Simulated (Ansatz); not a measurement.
Ideal-gas functions of H5OSi2 (`[SiH2]O[SiH3]`) radical at 600 K and 1 bar, from an Ansatz frequency run at PBE0-D4/def2-TZVP.

Molar mass 77.21 g/mol, point group C1 (symmetry number 1), electronic degeneracy 2, moments of inertia 12.312, 163.798, 168.301 u Å². Harmonic wavenumbers (cm⁻¹, unscaled): 39, 66, 97, 600, 702, 725, 742, 785, 919, 953, 956, 981, 1120, 2160, 2203, 2226, 2230, 2248.

Use S(trans) = R[1.5 ln M + 2.5 ln T − 1.1517]; rotational temperatures θ = 24.2544 K / I; S(rot) = R[ln(√π/σ · √(T³/θAθBθC)) + 1.5]; for each mode x = 1.438777 ν̃/T, S = R[x/(eˣ − 1) − ln(1 − e⁻ˣ)] and H = RT x/(eˣ − 1); 1 cm⁻¹ = 0.0119627 kJ/mol; R = 8.31446 J/(mol·K).

Task: By hand: the entropy, in J/(mol·K).

Result: Translation 177.6. Rotation: θ = 1.97, 0.1481, 0.1441 K, giving 110.2. Vibration, mode by mode: 28.02, 23.65, 20.46, 5.97, 4.90, 4.69, 4.54, 4.18, 3.25, 3.04, 3.03, 2.89, 2.22, 0.29, 0.27, 0.25, 0.25, 0.24, in all 112.1. Electronic 5.8. Sum 405.7 J/(mol·K).

Task: By hand: H − E and G − E in kJ/mol, counted from the electronic energy.

Result: Zero-point energy ½ × 19752 × 0.0119627 = 118.1; thermal vibration 30.1; translation, rotation and pV give 4 RT = 20.0. H − E = 168.2 kJ/mol, and G − E = 168.2 − 600 × 405.7/1000 = -75.2 kJ/mol.

Vibration gives 28 % of the entropy, 72.1 J/(mol·K) of it from the modes under 150 cm⁻¹: soft modes count most, and the harmonic formula is weakest for them. The sum counts one conformer and one mirror image; others add a mixing term.
